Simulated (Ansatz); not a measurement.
`O=COCF`, charge 0, multiplicity 1.

Q: Give a relaxed structure at PBE0-D4/def2-TZVP (Ansatz 0.2.0). (An estimate is asked.)

A: The calculation gave: 
Z-matrix (Å, degrees):
```
C
F 1 1.360
O 1 1.402 2 109.3
H 1 1.090 2 108.8 3 -115.6
H 1 1.091 2 108.6 3 120.9
C 3 1.349 1 116.4 2 86.4
O 6 1.190 3 125.9 1 2.0
H 6 1.098 3 108.7 1 -178.5
```
